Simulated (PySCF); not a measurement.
# UCCSD(T)/6-31G run of C3H4FNO− (SMILES N[C]([O-])/C=C/F)

Aim: the vertical ionisation energy of C3H4FNO− at UCCSD(T)/6-31G, from 2 runs. The job is set up through a Python script.

The calculation is run with PySCF 2.14.0.

## Step 1: The molecule

C3H4FNO− has 10 atoms, charge -1, and is taken as a doublet. As SMILES, `N[C]([O-])/C=C/F`. Geometry: relaxed at GFN2-xTB. This is one conformer, not always the lowest.

Bond lengths: N1–C2 1.446 Å, C2–O3 1.260 Å, C2–C4 1.398 Å, C4–C5 1.389 Å, C5–F6 1.404 Å, N1–H7 1.015 Å, N1–H8 1.013 Å, C4–H9 1.082 Å, C5–H10 1.079 Å. Some angles: N1–C2–O3 117.6°, N1–C2–C4 116.4°, O3–C2–C4 126.0°, C2–C4–C5 126.2°, C4–C5–F6 118.4°, C2–N1–H7 109.0°, C2–N1–H8 111.5°, C2–C4–H9 116.4°, C5–C4–H9 117.1°, C4–C5–H10 126.5°.

## Step 2: The energy at UCCSD(T)/6-31G

input.py

```python
from pyscf import gto, scf, cc

mol = gto.M(
    atom=[
    ('N', (1.024780, -0.527770, -1.062270)),
    ('C', (0.055900, -1.025720, -0.111970)),
    ('O', (-0.049000, -2.275400, 0.014790)),
    ('C', (-0.702950, -0.064330, 0.562660)),
    ('C', (-0.547650, 1.313140, 0.472870)),
    ('F', (-1.454510, 2.134820, 1.161490)),
    ('H', (1.686290, -1.266590, -1.277230)),
    ('H', (1.507090, 0.289500, -0.707150)),
    ('H', (-1.403750, -0.434790, 1.299390)),
    ('H', (-0.116190, 1.857150, -0.352590)),
],
    spin=1,
    charge=-1,
    basis='6-31g',
    verbose=4,
    max_memory=1860,
)

myscf = scf.UHF(mol)
myscf.conv_tol = 1e-10
myscf.kernel()
if not myscf.converged:
    myscf = myscf.newton().run(myscf.mo_coeff, myscf.mo_occ)

mycc = cc.CCSD(myscf, frozen=6)
mycc.kernel()
e_t = mycc.ccsd_t()
e_final = mycc.e_tot + e_t
print(f'total energy: {e_final:.8f} hartree')
```

Command:

```sh
$ OMP_NUM_THREADS=1 python input.py
```

The program printed:

```text
PySCF version 2.14.0

[... 110 lines left out ...]
converged SCF energy = -344.495591842737  <S^2> = 0.81238392  2S+1 = 2.0614402
[... 12 lines left out ...]
Init t2, MP2 energy = -0.598222109006077
[... 18 lines left out ...]
UCCSD converged
[... 2 lines left out ...]
total energy: -345.14172916 hartree
```

It took 75 s on 1 thread of Arm Neoverse V2, shared host; peak memory 0.51 GiB.

## Step 3: Singlet neutral C3H4FNO at the same level

run.py

```python
from pyscf import gto, scf, cc

mol = gto.M(
    atom=[
    ('N', (1.024780, -0.527770, -1.062270)),
    ('C', (0.055900, -1.025720, -0.111970)),
    ('O', (-0.049000, -2.275400, 0.014790)),
    ('C', (-0.702950, -0.064330, 0.562660)),
    ('C', (-0.547650, 1.313140, 0.472870)),
    ('F', (-1.454510, 2.134820, 1.161490)),
    ('H', (1.686290, -1.266590, -1.277230)),
    ('H', (1.507090, 0.289500, -0.707150)),
    ('H', (-1.403750, -0.434790, 1.299390)),
    ('H', (-0.116190, 1.857150, -0.352590)),
],
    basis='6-31g',
    charge=0,
    verbose=4,
    max_memory=1860,
)

mf = scf.RHF(mol)
mf.conv_tol = 1e-10
mf.kernel()
if not mf.converged:
    mf = mf.newton().run(mf.mo_coeff, mf.mo_occ)

mycc = cc.CCSD(mf, frozen=6)
mycc.kernel()
e_t = mycc.ccsd_t()
etot = mycc.e_tot + e_t
print('E = %.10f Eh' % etot)
```

Command:

```sh
$ OMP_NUM_THREADS=1 python run.py
```

The program printed:

```text
PySCF version 2.14.0

[... 70 lines left out ...]
converged SCF energy = -344.498479508578
[... 12 lines left out ...]
Init t2, MP2 energy = -345.129106197525  E_corr(MP2) -0.630626688946901
[... 17 lines left out ...]
CCSD converged
[... 2 lines left out ...]
E = -345.1740672566 Eh
```

It took 14 s on 1 thread of Arm Neoverse V2, shared host; peak memory 0.22 GiB.

## Step 4: Summary of results

Level: UCCSD(T)/6-31G, 6 core orbitals frozen.

| quantity | value |
| --- | --- |
| doublet C3H4FNO−: total energy | -345.14173 Eh |
| doublet C3H4FNO−: HOMO energy (Hartree–Fock orbitals) (highest over α and β) | -0.78 eV |
| doublet C3H4FNO−: LUMO energy (Hartree–Fock orbitals) (lowest over α and β) | 9.22 eV |
| doublet C3H4FNO−: correlation energy (6 core orbitals frozen) | -646.1 mEh |
| doublet C3H4FNO−: (T) correction | -17.19 mEh |
| doublet C3H4FNO−: ⟨S²⟩ of the reference determinant | 0.812 |
| doublet C3H4FNO−: T1 diagnostic | 0.018 |
| singlet neutral C3H4FNO: total energy | -345.17407 Eh |
| singlet neutral C3H4FNO: dipole moment (Hartree–Fock density) | 3.87 D |
| singlet neutral C3H4FNO: HOMO energy (Hartree–Fock orbitals) | -11.04 eV |
| singlet neutral C3H4FNO: LUMO energy (Hartree–Fock orbitals) | 1.17 eV |
| singlet neutral C3H4FNO: HOMO–LUMO gap (Hartree–Fock orbitals) | 12.20 eV |
| singlet neutral C3H4FNO: correlation energy (6 core orbitals frozen) | -675.6 mEh |
| singlet neutral C3H4FNO: (T) correction | -21.05 mEh |
| singlet neutral C3H4FNO: T1 diagnostic | 0.017 |
| vertical detachment energy (to the singlet neutral) | -0.880 eV |

What this shows: The species is unbound against losing an electron at this level, by 0.88 eV (−84.9 kJ/mol); missing correlation or diffuse functions can give that sign where the real anion is bound. Only the singlet of the ionised species was computed; a triplet could lie lower. Mulliken charges (doublet C3H4FNO−) of the mean-field density run from -0.88 on N1 to +0.59 on C2. The triples (doublet C3H4FNO−) make up 2.7 % of the correlation energy. Mulliken charges (singlet neutral C3H4FNO) of the mean-field density run from -0.84 on N1 to +0.66 on C2; they depend strongly on the basis. The triples (singlet neutral C3H4FNO) make up 3.1 % of the correlation energy.
